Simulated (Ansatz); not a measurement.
For Pd (model structure, started from the beta-Sn type, I4₁/amd, No. 141, 2 atoms in the cell), PBE-D3(BJ) in Ansatz (plane waves, PAW) gives:

- equilibrium lattice constant a: 4.948 Å
- c axis length: 2.657 Å

Problem. What does r²SCAN in Ansatz (PAW) give for the same quantities?

Solution. 
- lattice constant a: 4.969 Å (increases by 0.4 %)
- lattice parameter c: 2.665 Å (goes up by 0.3 %)

Changes are worked out from the printed values.

Unless a cell is named, each level is at its own relaxed cell (PBE-D3(BJ) 16.26, r²SCAN 16.45 Å³/atom).

The crystal itself was run without spin with PBE-D3(BJ), r²SCAN; a magnetic state was not tried in these runs.

Ansatz's density-functional and Hartree–Fock values are scalar-relativistic unless marked +SOC, with PAW data made under PBE.

A model structure was made by putting elements into a prototype or built by hand; it is no filed structure, need not be a known phase, and can be a saddle point held by its symmetry.

Ansatz is an electronic-structure program.
